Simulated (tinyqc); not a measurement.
Worked calculation: G0W0 on RHF in the sto-6g basis, for LiH, spin multiplicity 1. One step of it, computed by the program tinyqc.

Task: G0W0 on Hartree-Fock: HOMO. W(p,q,m) = sqrt2 sum_ia (pq|ia) (X+Y)_ia,m; Sigma_c(x) = sum_(i,m) W^2/(x - e_i + w_m) + sum_(a,m) W^2/(x - e_a - w_m); solve x = e_p + Sigma_c(x) by Newton steps; Z = 1/(1 - dSigma/dx); 1 hartree = 27.211386 eV.

orbital energies (hartree): MO1 -2.398405, MO2 -0.256271, MO3 0.074164, MO4 0.161032, MO5 0.161032, MO6 0.450990

Two-electron integrals over orbitals (pq|rs), unique and non-zero (hartree):
```
(11|11) 1.665084    (21|11) -0.100515   (21|21) 0.010864    (22|11) 0.331985
(22|21) 0.003907    (22|22) 0.467524    (31|11) -0.143851   (31|21) 0.011007
(31|22) -0.012466   (31|31) 0.023189    (32|11) 0.022898    (32|21) -0.002736
(32|22) -0.053057   (32|31) -0.000397   (32|32) 0.016258    (33|11) 0.397638
(33|21) -0.009510   (33|22) 0.214579    (33|31) 0.001103    (33|32) 0.011550
(33|33) 0.334427    (41|41) 0.010043    (42|41) 0.007137    (42|42) 0.021384
(43|41) 0.010323    (43|42) 0.019547    (43|43) 0.041583    (44|11) 0.396966
(44|21) -0.003507   (44|22) 0.253902    (44|31) -0.004779   (44|32) 0.010032
(44|33) 0.281428    (44|44) 0.313125    (51|51) 0.010043    (52|51) 0.007137
(52|52) 0.021384    (53|51) 0.010323    (53|52) 0.019547    (53|53) 0.041583
(54|54) 0.016875    (55|11) 0.396966    (55|21) -0.003507   (55|22) 0.253902
(55|31) -0.004779   (55|32) 0.010032    (55|33) 0.281428    (55|44) 0.279374
(55|55) 0.313125    (61|11) 0.071572    (61|21) -0.010004   (61|22) -0.007585
(61|31) -0.005025   (61|32) 0.002502    (61|33) 0.011906    (61|44) 0.001335
(61|55) 0.001335    (61|61) 0.011528    (62|11) -0.071437   (62|21) 0.002334
(62|22) 0.115322    (62|31) 0.003387    (62|32) -0.038690   (62|33) -0.019351
(62|44) -0.030717   (62|55) -0.030717   (62|61) 0.000290    (62|62) 0.129607
(63|11) 0.017299    (63|21) -0.002268   (63|22) -0.053207   (63|31) 0.004347
(63|32) 0.012388    (63|33) 0.035982    (63|44) 0.005003    (63|55) 0.005003
(63|61) 0.004149    (63|62) -0.034528   (63|63) 0.027221    (64|41) -0.006131
(64|42) -0.019028   (64|43) -0.013061   (64|64) 0.019932    (65|51) -0.006131
(65|52) -0.019028   (65|53) -0.013061   (65|65) 0.019932    (66|11) 0.360450
(66|21) 0.001487    (66|22) 0.438674    (66|31) -0.011077   (66|32) -0.045091
(66|33) 0.238873    (66|44) 0.263339    (66|55) 0.263339    (66|61) -0.004722
(66|62) 0.112124    (66|63) -0.044211   (66|66) 0.436440
```

excitation energies w (hartree): [0.350911, 0.457933, 0.457933, 0.935067, 2.518235, 2.579472, 2.579472, 2.872619]

X + Y, order 1>3, 1>4, 1>5, 1>6, 2>3, 2>4, 2>5, 2>6:
$$\begin{pmatrix}
-0.000183 & 0.000000 & 0.000000 & -0.005346 & 0.990499 & 0.000000 & 0.000000 & -0.025916 \\
0.000000 & -0.003056 & -0.010384 & 0.000000 & 0.000000 & 0.154270 & 0.984080 & 0.000000 \\
0.000000 & -0.010384 & 0.003056 & 0.000000 & 0.000000 & 0.984080 & -0.154270 & 0.000000 \\
-0.003447 & 0.000000 & 0.000000 & -0.000199 & 0.029713 & 0.000000 & 0.000000 & 0.995560 \\
0.965513 & 0.000000 & 0.000000 & -0.059500 & -0.000082 & 0.000000 & 0.000000 & 0.000407 \\
0.000000 & 0.269535 & 0.915756 & 0.000000 & 0.000000 & 0.000285 & 0.001819 & 0.000000 \\
0.000000 & 0.915756 & -0.269535 & 0.000000 & 0.000000 & 0.001819 & -0.000285 & 0.000000 \\
0.142097 & 0.000000 & 0.000000 & 0.865326 & 0.001740 & 0.000000 & 0.000000 & 0.000071
\end{pmatrix}$$

Give: The 12 largest terms at x = e_p; Newton steps; quasiparticle energy of the HOMO; Hartree-Fock value.

Result:

The 12 largest terms at x = e_p (hartree; W for the signs of X + Y given):
```
q  m        W       term
2  4   0.1457     0.0227
6  4   0.1618    -0.0159
2  1  -0.0492     0.0069
3  4  -0.0487    -0.0019
5  2   0.0276    -0.0009
4  3   0.0276    -0.0009
6  1  -0.0268    -0.0007
3  1   0.0144  -3.05e-04
2  5  -0.0175   1.21e-04
4  2   0.0081  -7.53e-05
5  3  -0.0081  -7.53e-05
1  5   0.0150   4.83e-05
```

Newton steps (hartree):
```
step        x  Sigma_c(x)       Z
0     -0.2563      0.0091  0.9447
1     -0.2477      0.0086  0.9458
2     -0.2477      0.0086  0.9458
```

quasiparticle energy of the HOMO = -6.7398 eV

Hartree-Fock value = -6.9735 eV
